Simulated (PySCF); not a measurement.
C5H10O.
Z-matrix (Å and degrees, PBE0-D3(BJ)/def2-TZVP geometry), rows numbered from 1:
```
C 
C   1  1.5181
C   2  1.5303  1  111.22
C   2  1.5298  1  111.27  3  -122.33
C   2  1.5121  1  110.85  3   118.70
O   5  1.1989  2  125.92  1    -1.00
H   1  1.0912  2  111.01  3   -58.93
H   1  1.0927  2  110.21  3    61.31
H   1  1.0913  2  111.01  3  -178.44
H   3  1.0936  2  111.44  1   176.74
H   3  1.0924  2  111.26  1    55.82
H   3  1.0927  2  109.84  1   -63.90
H   4  1.0925  2  111.27  1   -55.74
H   4  1.0927  2  109.87  1    63.97
H   4  1.0936  2  111.43  1  -176.66
H   5  1.1154  2  113.64  1   179.09
```

Level: wB97X-D/pcSseg-2 in PySCF, non-relativistic, on one gas-phase PBE0-D3(BJ)/def2-TZVP geometry that isn't relaxed in the solvent. The solvent is an IEF-PCM continuum (cavity from Bondi-type radii × 1.2). Specific hydrogen bonds and non-electrostatic terms are outside this model.

Gas phase at wB97X-D/pcSseg-2: HOMO -9.20 eV, LUMO 1.26 eV, dipole 2.87 D.

Question: What does the continuum do to the energy, the frontier levels and the dipole at wB97X-D/pcSseg-2 in chloroform?

Answer: 
| solvent | ε | E(solvent) − E(gas) (kJ/mol) | polarisation term (kJ/mol) | distortion of the solute (kJ/mol) | HOMO (eV) | LUMO (eV) | dipole (D) |
| --- | --- | --- | --- | --- | --- | --- | --- |
| chloroform | 4.711 | -14.54 | -16.75 | 2.21 | -9.26 | 1.27 | 3.52 |

The first energy column is the sum of the next two and covers electrostatics alone.

Question: Which radius a makes the point-dipole formula ΔE = −[(ε − 1)/(2ε + 1)]·μ²/a³ give the value in chloroform, with the gas-phase dipole?

Answer: μ = 1.127 au and |ΔE| = 0.00554 Eh give a = 2.30 Å; the farthest nucleus lies 2.50 Å from the centroid of the nuclei, so such a sphere wouldn't even hold the nuclei. The formula assumes a rigid point dipole at the centre of a sphere.

wB97X-D is run here without its empirical dispersion term; that term would change no orbital, density or response property at a fixed geometry.
